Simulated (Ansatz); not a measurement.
**Isomers**

Structures of AlSiNH4, singlet, relaxed at PBE0-D4/def2-TZVP (vibrations not checked; lower isomers may exist, and structures with a doubtful reference or unclear bonds are left out). Computed with Ansatz 0.2.0 (basis: def2-TZVPP); correlated methods freeze the cores. B3LYP uses VWN-RPA correlation.

Question: Rank them by CCSD(T) energy, lowest first, and give each one's height above the lowest. Links in brackets join atoms within 1.22 times the sum of their covalent radii (1.1 for two metals). (Judge from chemistry; the value comes from the calculation.)
A.
a complex of AlSiNH₂ ([Al][N][SiH2]) + H₂
```
7
angstrom
N 0.3859 0.0905 1.1727
Al 1.0708 -1.4732 1.6589
Si -0.2264 1.4760 0.7230
H 1.0381 -3.6544 -1.0045
H 0.8976 -3.8604 -1.7090
H -1.6325 1.8968 0.9587
H 0.5236 2.5407 0.0062
```
B.
AlSiNH₄ ([NH2][Si][AlH2])
```
7
angstrom
N -1.2688 -0.8348 -1.0525
Si -1.0059 0.8406 -0.7849
Al 0.9598 0.2338 0.7184
H -0.7354 -1.6038 -0.6684
H -2.0182 -1.1623 -1.6463
H 1.1932 -1.3564 0.8345
H 1.9655 1.1633 1.5403
```
C.
AlSiNH₄ ([NH]1[AlH][SiH2]1)
```
7
angstrom
N -0.3547 -0.0416 -0.8174
Al 0.5017 -1.3608 0.0014
Si 0.0277 0.7800 0.6955
H -0.8462 0.2897 -1.6334
H 0.8913 -2.8499 -0.3488
H -1.1412 1.2117 1.5181
H 0.9214 1.9709 0.5847
```
D.
AlSiNH₄ ([AlH2][NH][SiH])
```
7
angstrom
N 0.2101 -0.1142 -0.3190
Al 0.5142 -1.8700 -0.0401
Si 0.3821 1.1044 0.8915
H -0.0807 0.1740 -1.2454
H 0.3055 -2.8509 -1.2641
H 0.9675 -2.3125 1.4042
H -0.0159 2.2947 0.0034
```

Answer: Computed: D (0.0 kJ/mol), C (8.9 kJ/mol), B (100.5 kJ/mol), A (112.7 kJ/mol). Heights count from the lowest.

Question: Do PBE-D4, r2SCAN-D4, PBE0-D4, B3LYP-D4, wB97M-V, HF, MP2 give the same order? (A judgement: the text doesn't fix the answer.)

Answer: The calculation gives: Lowest first: PBE-D4 C < D < B < A; r2SCAN-D4 C < D < B < A; PBE0-D4 C < D < B < A; MP2 D < C < A < B. The others agree with CCSD(T).

The T1 diagnostic stays at or below 0.018. The restricted Hartree–Fock reference is unstable towards an unrestricted one at one or more of these structures.

For scale, one of the runs: CCSD(T)/def2-TZVPP, 171 basis functions, launched by `ansatz run in.yaml --threads 2 --pin off --events-out ev --progress --plain --max-ram 4352MiB`. The run took 21 s on 2 CPU threads of an Intel Xeon Platinum 8259CL (shared host), with 1.3 GiB of host memory at its peak.
